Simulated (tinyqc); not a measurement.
Inside a calculation. Method: extended Hueckel theory, for CO. Computed by tinyqc, a small Python program that keeps every step (integrals from PySCF). Settings: charge = 0, K = 1.75, multiplicity = 1. Command: `OMP_NUM_THREADS=1 python tinyqc.py 24436 24437 out.jsonl` (the two numbers bound the seeds that draw the settings). One thread of a shared host (Intel(R) Xeon(R) Processor @ 2.60GHz), about 0.01 s of CPU time with the checks.

## Overlaps

Geometry (angstrom):

| atom | x | y | z |
|---|---|---|---|
| C | 0.00000 | 0.00000 | 0.00000 |
| O | 0.00000 | 0.00000 | 1.10400 |

Parameters chosen for this run:

| element | shell | Slater exponent | H_ii (eV) |
|---|---|---|---|
| C | 2s | 1.62500 | -21.40000 |
| C | 2p | 1.62500 | -11.40000 |
| O | 2s | 2.27500 | -32.30000 |
| O | 2p | 2.27500 | -14.80000 |

Slater orbitals, each expanded in six Gaussians scaled to its exponent.

overlap S, lower triangle:
```
           1C 2s   1C 2px   1C 2py    1C 2pz    2O 2s   2O 2px   2O 2py   2O 2pz
1C 2s    1.00000
1C 2px   0.00000  1.00000
1C 2py   0.00000  0.00000  1.00000
1C 2pz   0.00000  0.00000  0.00000   1.00000
2O 2s    0.43781  0.00000  0.00000   0.51108  1.00000
2O 2px   0.00000  0.26880  0.00000   0.00000  0.00000  1.00000
2O 2py   0.00000  0.00000  0.26880   0.00000  0.00000  0.00000  1.00000
2O 2pz  -0.33668  0.00000  0.00000  -0.29241  0.00000  0.00000  0.00000  1.00000
```

## Wolfsberg-Helmholz matrix

diagonal H_ii (eV): 1C 2s -21.40000, 1C 2px -11.40000, 1C 2py -11.40000, 1C 2pz -11.40000, 2O 2s -32.30000, 2O 2px -14.80000, 2O 2py -14.80000, 2O 2pz -14.80000

K = 1.75000

H_ij = K' S_ij (H_ii + H_jj)/2 for i != j (the diagonal keeps H_ii), with K' = 1.75.

H (eV), lower triangle:
```
            1C 2s     1C 2px     1C 2py     1C 2pz      2O 2s     2O 2px     2O 2py     2O 2pz
1C 2s   -21.40000
1C 2px    0.00000  -11.40000
1C 2py    0.00000    0.00000  -11.40000
1C 2pz    0.00000    0.00000    0.00000  -11.40000
2O 2s   -20.57143    0.00000    0.00000  -19.54226  -32.30000
2O 2px    0.00000   -6.16216    0.00000    0.00000    0.00000  -14.80000
2O 2py    0.00000    0.00000   -6.16216    0.00000    0.00000    0.00000  -14.80000
2O 2pz   10.66422    0.00000    0.00000    6.70346    0.00000    0.00000    0.00000  -14.80000
```

## Orbitals

valence electrons = 10

Solve H C = S C e through S^(-1/2); fill by pairs from the bottom, a degenerate level sharing its electrons equally; each orbital has its largest coefficient positive (the first on a tie).

orbital energies (eV): -34.66269  -18.89003  -15.68420  -15.68420  -13.39377  -8.98549  -8.98549  46.78651

occupations: 2.00000  2.00000  2.00000  2.00000  2.00000  0.00000  0.00000  0.00000

coefficients:
```
            MO1       MO2       MO3      MO4       MO5       MO6       MO7       MO8
1C 2s   0.32288   0.63025   0.00000  0.00000   0.41609   0.00000   0.00000  -1.09125
1C 2px  0.00000   0.00000  -0.04927  0.37396   0.00000   0.12192   0.95955   0.00000
1C 2py  0.00000   0.00000   0.37396  0.04927   0.00000   0.95955  -0.12192   0.00000
1C 2pz  0.06602  -0.34168   0.00000  0.00000  -0.57251   0.00000   0.00000  -1.23918
2O 2s   0.78843  -0.32620   0.00000  0.00000   0.06080   0.00000   0.00000   1.24734
2O 2px  0.00000   0.00000  -0.10845  0.82317   0.00000  -0.07856  -0.61834   0.00000
2O 2py  0.00000   0.00000   0.82317  0.10845   0.00000  -0.61834   0.07856   0.00000
2O 2pz  0.02776  -0.56472   0.00000  0.00000   0.68653   0.00000   0.00000  -0.87822
```

sum of one-electron energies = -196.62978 eV

Within a degenerate level the vectors are fixed only up to a rotation; this is one choice.

## Mulliken analysis

P = C n C^T; charge = valence electrons (C 4, O 6) minus the sum of (P S)_ii on the atom; overlap population = 2 sum P_ij S_ij between two atoms.

charges: 1C 0.49344, 2O -0.49344

Overlap populations:

| pair | value |
|---|---|
| 2-1 | 1.381048 |
